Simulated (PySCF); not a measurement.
Basis-set dependence of excited states

Thio-thionyl fluoride, S2F2.
SMILES: `FS(F)=S`

TDDFT with PBE0 (PySCF), vertical singlets, core orbitals frozen in the response, spherical d and f functions. Geometry: PBE0-D3(BJ)/def2-SVP; no solvent, vibrations or thermal averaging.

Task: How do the low singlets change with the basis? Take 6-31G*, def2-SVP, def2-SVPD and def2-TZVP.

Result: 

```
    basis  functions  diffuse  S1 (eV)  S2 (eV)  S3 (eV)  S4 (eV)  S5 (eV)  LUMO (eV)  α (au)
   6-31G*         64       no     4.19     5.32     6.27     6.33     6.35      -2.24    33.3
 def2-SVP         64       no     4.21     5.35     6.31     6.35     6.54      -2.23    31.3
def2-SVPD        100      yes     4.10     5.15     6.02     6.21     6.32      -2.62    45.0
def2-TZVP        136       no     4.12     5.18     6.07     6.25     6.32      -2.38    37.8
```

States are compared by their number. Against the only diffuse basis here (def2-SVPD, itself not a converged limit), sets without diffuse functions differ by up to 0.11 eV in S1 and 0.22 eV in S5. State by state, the largest deviation of a set without diffuse functions is S1 0.11, S2 0.19, S3 0.30, S4 0.13, S5 0.22 eV. The same number needn't mean the same state in each row. Against def2-SVPD the polarisability deviates by -26% in 6-31G*, -30% in def2-SVP, -16% in def2-TZVP.
